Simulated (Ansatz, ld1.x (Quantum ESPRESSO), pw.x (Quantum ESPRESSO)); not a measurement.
What a changed setting does to a pw.x run (fcc C)

Potential: norm-conserving RRKJ (Kleinman–Bylander form), ld1.x (Quantum ESPRESSO) 7.5, PBEsol; core [He], reference 2s2 2p2; waves: 2p (bound): rc 1.85 bohr; 3d channel at 0.45 Ry: rc 1.50 bohr; 2s (bound): rc 0.90 bohr; local part: the s channel; core correction: Bessel-smoothed model core inside 0.70 bohr.

The reference run (k-mesh 18³, cutoffs 135/540 Ry, Fermi–Dirac 0.01 Ry, mixing_beta 0.4, conv_thr 1e-9, no spin) gives -2.82 GPa at 7.154 Å³/atom, where all-electron LAPW gives -3.62 GPa. This run, with its own iteration cap, changes diagonalization to cg.

```
&control
  calculation='scf', prefix='x', pseudo_dir='./', outdir='./tmp', tstress=.true., disk_io='none'
/
&system
  ibrav=0, nat=1, ntyp=1, ecutwfc=135, ecutrho=540, nbnd=9,
  occupations='smearing', smearing='fd', degauss=0.01
/
&electrons
  conv_thr=1e-09, mixing_beta=0.4, electron_maxstep=50, diagonalization='cg'
/
ATOMIC_SPECIES
C 1.0 C.UPF
CELL_PARAMETERS angstrom
  0.00000000 1.52934798 1.52934798
  1.52934798 0.00000000 1.52934798
  1.52934798 1.52934798 0.00000000
ATOMIC_POSITIONS crystal
C 0.0000 0.0000 0.0000
K_POINTS automatic
18 18 18 0 0 0
```

```bash
pw.x < C.scf.in > C.scf.out
```

How does the run end?

It converges in 5 iterations; the free energy moves by +0.0 meV/atom and the pressure by +0.00 GPa. The result is that of the reference run.

```
Message from routine setup:
     using ibrav=0 with symmetry is DISCOURAGED, use correct ibrav instead
     lattice parameter (alat)  =       4.0871  a.u.
     unit-cell volume          =      48.2776 (a.u.)^3
     number of electrons       =         4.00
     number of Kohn-Sham states=            9
     kinetic-energy cutoff     =     135.0000  Ry
     charge density cutoff     =     540.0000  Ry
     scf convergence threshold =      1.0E-09
     Exchange-correlation= PBESOL
     number of k points=   195  Fermi-Dirac smearing, width (Ry)=  0.0100
     iteration #  1     ecut=   135.00 Ry     beta= 0.40
     total energy              =     -11.98535877 Ry
     estimated scf accuracy    <       0.00063950 Ry
     iteration #  2     ecut=   135.00 Ry     beta= 0.40
     total energy              =     -11.98533631 Ry
     estimated scf accuracy    <       0.00019205 Ry
     iteration #  3     ecut=   135.00 Ry     beta= 0.40
     total energy              =     -11.98534742 Ry
     estimated scf accuracy    <       0.00000276 Ry
     iteration #  4     ecut=   135.00 Ry     beta= 0.40
     total energy              =     -11.98534760 Ry
     estimated scf accuracy    <       0.00000002 Ry
     iteration #  5     ecut=   135.00 Ry     beta= 0.40
     the Fermi energy is    10.8252 ev
!    total energy              =     -11.98534760 Ry
     estimated scf accuracy    <          9.8E-10 Ry
     smearing contrib. (-TS)   =      -0.00169984 Ry
     The total energy is F=E-TS. E is the sum of the following terms:
     one-electron contribution =       4.58152442 Ry
     hartree contribution      =       0.35665541 Ry
     xc contribution           =      -4.23038231 Ry
     ewald contribution        =     -12.69144528 Ry
     convergence has been achieved in   5 iterations
          total   stress  (Ry/bohr**3)                   (kbar)     P=      -28.17
     Message from routine punch:
     Nothing written, as per user request (disk_io='none')
```

The run took about 21 s on one core of a shared host (Neoverse-V1, 32 threads, 247 GiB, load 21).
